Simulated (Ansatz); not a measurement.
# bcc Mo

Computed with PBEsol (PAW; Ansatz, an electronic-structure program).

Run with plane-wave cutoff 500 eV, 12×20×1 k mesh (along the axes of the cell as run), Fermi–Dirac smearing 0.1 eV, scalar-relativistic PAW data made under PBE.

Cell: relaxed at this level.

* **surface energy of the (211) face**: 3.26 J/m²
* **work function of the (211) face**: 4.19 eV

The slab of 12 atoms is relaxed and unreconstructed.

Static lattice: no zero-point or thermal effects.

Cost on a shared machine: very roughly 30 core-minutes.
